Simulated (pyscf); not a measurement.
**Four-centre exchange: F–N(F)–F + HO–SiH₃ → HF + HO–SiH₂–N(F)–F**

Gas phase, singlet surface, charge 0. Bonds broken: F1–N2, Si6–H8. Bonds formed: F1–H8, N2–Si6. Single points on ωB97X-D3(BJ)/def2-SVP structures (PySCF, gas phase).

Transition state (Å):

```xyz
10

F      0.3770    -0.5017    -0.3537
N      1.6910    -0.9706     1.1372
F      2.8812    -0.8308     0.5118
F      1.5396    -2.3076     1.2418
O     -0.3610     0.7567     1.8374
Si    -0.6295     0.8641     0.2216
H      0.5002     0.4035     2.1150
H     -0.4939    -0.1328    -1.4100
H     -0.0132     2.0470    -0.4182
H     -2.0888     0.7125     0.0396
```

One imaginary mode, 600i cm⁻¹; descent along it reached the two sides named.

| bond | change | reactant side (Å) | saddle | product side |
|---|---|---|---|---|
| F1–N2 | breaks | 1.357 | 2.042 | 3.6 |
| Si6–H8 | breaks | 1.494 | 1.917 | 3.0 |
| F1–H8 | forms | 3.2 | 1.418 | 0.927 |
| N2–Si6 | forms | 3.8 | 3.1 | 1.855 |

Electronic energies relative to the separated reactants (eV):

```
level                   barrier  reaction energy
----------------------  -------  ---------------
ωB97X-D3(BJ)/def2-TZVP     2.78            -2.16
PBE/def2-TZVP              1.25            -1.92
r²SCAN/def2-TZVP           1.52            -2.03
B3LYP-D3(BJ)/def2-TZVP     1.80            -2.19
PBE0-D3(BJ)/def2-TZVP      2.06            -2.11
M06-2X/def2-TZVP           2.56            -2.35
ωB97M-D3(BJ)/def2-TZVP     2.57            -2.20
HF/def2-TZVP               4.79            -2.33
```

With ωB97M-D3(BJ)/def2-TZVP energies and thermal terms (ideal gas, 1 atm, RRHO with modes under 100 cm⁻¹ raised to 100, one conformer, R ln 2 for chiral ones without a mode under 150 cm⁻¹), in eV:

| T (K) | ΔH‡ | ΔG‡ | ΔH | ΔG |
|---|---|---|---|---|
| 298 | 2.49 | 2.95 | -2.15 | -2.12 |
| 600 | 2.54 | 3.39 | -2.11 | -2.10 |
| 900 | 2.58 | 3.81 | -2.08 | -2.10 |
| 1200 | 2.62 | 4.21 | -2.07 | -2.11 |

At the saddle there is also a short F–Si contact that neither side keeps. HO–SiH₂–N(F)–F lies 8.97 eV over its isomer H₂N–Si(OH)(F)–F (electronic energy, ωB97M-D3(BJ)). One saddle was located; it need not be the lowest between these sides. A restricted solution here is unstable towards spin polarisation, so biradical character is likely and single-reference numbers are less safe.
